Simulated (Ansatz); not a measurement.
The first iterations of a band of CH4BCl + H2 (9 atoms, charge 0, multiplicity 1).

These are results of Ansatz 0.2.0, RKS PBE-D4/def2-SVP, not measurements.

| Property | Result |
| --- | --- |
| movable images | 5 |
| climbing image | yes |
| spring | 5.0 eV/Å² |
| optimiser | quadratic models (default) |
| start path | straight line |
| force threshold | 0.03 eV/Å |
| iteration limit | 60 |
| end points | relaxed |

Image 0:

```xyz
9
Properties=species:S:1:pos:R:3
B -0.220 0.549 0.211
Cl -0.269 0.449 1.975
H 0.850 0.870 -0.267
C -1.473 0.239 -0.662
H -2.386 -0.032 -0.099
H -1.690 1.116 -1.313
H -1.224 -0.582 -1.371
H 0.587 -2.890 0.324
H 0.467 -2.389 0.896
```

Image 6:

```xyz
9
Properties=species:S:1:pos:R:3
B 0.037 -0.494 -0.189
Cl -0.282 0.807 2.208
H 1.029 0.132 -0.510
C -1.344 -0.310 -0.890
H -2.216 -0.708 -0.336
H -1.546 0.727 -1.225
H -1.257 -0.920 -1.824
H 0.222 -1.459 0.558
H -0.001 -0.443 1.901
```

| iteration | highest image above the first end (eV) | largest band force component (eV/Å) |
| --- | --- | --- |
| 1 | 3.196 | 3.571 |
| 2 | 1.720 | 2.519 |
| 3 | 1.179 | 3.446 |

Q: Does the band converge within its limit, and where does its top end?

A: It converged. It ended after 10 iterations with the highest image 0.922 eV above the first end. Another band between the same ends (5 images) ends at a top of the same energy, where a vibrational analysis finds 1 clearly imaginary mode. The orbitals stay closed-shell, which can raise the energy where a bond breaks towards radicals; this wasn't checked here.

The run took 51 s on 1 thread of Intel(R) Xeon(R) 6975P-C (Granite Rapids), on a shared host, peak memory 0.16 GiB.
